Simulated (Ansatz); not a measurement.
`CBC`, relaxed with RKS PBE0-D4/def2-TZVP in the Gaussian-basis code of Ansatz from a PBE-D4/def2-SVP geometry. The force threshold is 0.005 eV/Å; the program also tests the step.

Charge 0, multiplicity 1.

Start:

```xyz
10

C    -0.595    0.049    1.264
B     0.380   -0.377    0.112
C     0.369    0.218   -1.336
H     0.031    0.516    2.062
H    -1.050   -0.835    1.764
H    -1.390    0.770    0.986
H     1.196   -1.257    0.361
H     1.384    0.358   -1.763
H    -0.233    1.138   -1.477
H    -0.092   -0.578   -1.973
```

```tsv
step	energy (eV)	largest force (eV/Å)	largest move (Å)
1	-2861.7840	0.526	0.000
2	-2861.8168	0.155	0.026
3	-2861.8199	0.010	0.014
4 (rejected)	-2861.8199	0.042	0.009
5	-2861.8200	0.007	0.004
6	-2861.8203	0.041	0.039
7	-2861.8205	0.059	0.035
8	-2861.8208	0.049	0.011
9	-2861.8211	0.034	0.019
10	-2861.8212	0.030	0.020
11	-2861.8213	0.021	0.019
12	-2861.8213	0.007	0.010
13	-2861.8213	0.003	0.004
```

End:

```xyz
10

C    -0.601    0.019    1.244
B     0.373   -0.418    0.109
C     0.384    0.227   -1.308
H    -0.001    0.647    1.922
H    -0.954   -0.810    1.863
H    -1.449    0.626    0.918
H     1.157   -1.303    0.340
H     1.383    0.317   -1.743
H    -0.142    1.181   -1.386
H    -0.149   -0.485   -1.959
```

It took 31 s on 2 threads of a server CPU on a shared host, with 0.21 GiB of host memory at the peak.
